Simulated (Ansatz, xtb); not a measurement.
# Two isomers of H6MgSi2

Structure a is `[SiH3][Mg][SiH3]`, a singlet and structure b is `[MgH][SiH2][SiH3]`, a singlet. Both are isolated molecules in the gas phase, relaxed with B3LYP-D3(BJ)/def2-SVP.

Quicker runs give these differences E(b) − E(a): GFN2-xTB −0.343 eV; HF/STO-3G −0.006 eV (at GFN2-xTB geometries); r2SCAN-D4/def2-SVP +0.166 eV (at GFN2-xTB geometries).

Q: Estimate which is lower in electronic energy at CCSD(T)/def2-TZVP, and by roughly how much.

A: The CCSD(T)/def2-TZVP calculation puts structure a lower, by 0.193 eV.

The same difference at several levels:

```csv
level,geometry,E(b) − E(a) (eV),departure from the last row (eV),"job, with rough time for the two"
GFN2-xTB,GFN2-xTB,−0.343,−0.536,"optimisation, 0.45 s"
HF/STO-3G,GFN2-xTB,−0.006,−0.199,"single point, 0.26 s"
r2SCAN-D4/def2-SVP,GFN2-xTB,+0.166,−0.028,"single point, 5.2 s"
B3LYP-D3(BJ)/def2-SVP,B3LYP-D3(BJ)/def2-SVP,+0.145,−0.048,"optimisation, 43 s"
HF/def2-TZVP,B3LYP-D3(BJ)/def2-SVP,+0.190,−0.003,part of the CCSD(T) run
MP2/def2-TZVP,B3LYP-D3(BJ)/def2-SVP,+0.146,−0.047,part of the CCSD(T) run
CCSD(T)/def2-TZVP,B3LYP-D3(BJ)/def2-SVP,+0.193,,"single point, 67 s"
```

As drawn, b has 1 Si–Si, 1 Mg–H in place of 1 Mg–Si, 1 Si–H.

GFN2-xTB puts the two in the other order. HF/STO-3G finds them nearly level. The largest departure from CCSD(T)/def2-TZVP is that of GFN2-xTB, 0.536 eV.

With harmonic frequencies from B3LYP-D3(BJ)/def2-SVP (ideal gas, rigid rotor, one conformer each, 298.15 K, 1 atm): on the last row, ΔE + ΔZPE = +0.167 eV. A mode under 50 cm⁻¹ makes harmonic enthalpies and free energies unreliable, so none is given.

The correlated steps freeze 11 core orbitals; the last core shell of Mg is correlated, in a basis made for valence electrons. Programs: Ansatz 0.2.0, xtb 6.7.1; the last row on 1 thread of Arm Neoverse V2 on a shared host.
